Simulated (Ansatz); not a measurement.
Relaxation of BClH₃N (6 atoms, charge 0, multiplicity 1), to a largest force component of 0.02 eV/Å in at most 40 steps.

Method: Ansatz 0.2.0, RKS PBE0-D4/def2-SVPD.

```xyz
6
Properties=species:S:1:pos:R:3:forces:R:3
B 0.000 0.000 0.000 1.90 0.00 -2.72
H 0.000 0.000 1.190 -0.48 -0.02 0.30
N 1.342 0.000 -0.775 -1.48 0.01 0.74
H 1.809 -0.918 -1.027 -0.71 2.02 0.35
H 1.794 0.918 -1.053 -0.70 -2.02 0.36
Cl -1.611 0.000 -0.930 1.46 0.02 0.98
```

Task: Where does it end, and by what steps?

Result: It converged. After 9 steps the energy has fallen by 1.667 eV; H5 moved furthest, 0.91 Å.

| step | energy less start (eV) | largest force component (eV/Å) | accepted |
| --- | --- | --- | --- |
| 0 | 0.0000 | 2.721 | yes |
| 1 | -0.4213 | 1.143 | yes |
| 2 | -0.6148 | 1.137 | yes |
| 3 | -0.8618 | 1.745 | yes |
| 4 | -1.1766 | 1.624 | yes |
| 5 | -1.4922 | 1.076 | yes |
| 6 | -1.6558 | 0.253 | yes |
| 7 | -1.6666 | 0.066 | yes |
| 8 | -1.6670 | 0.020 | yes |
| 9 | -1.6670 | 0.003 | yes |

```xyz
6
Properties=species:S:1:pos:R:3
B 0.057 -0.066 -0.056
H -0.029 -0.569 1.030
N 1.256 -0.011 -0.747
H 2.111 -0.391 -0.371
H 1.346 0.409 -1.662
Cl -1.407 0.628 -0.790
```

The run took 13 s on 2 threads of Arm Neoverse V1, with other jobs on the host, peak memory 0.15 GiB.
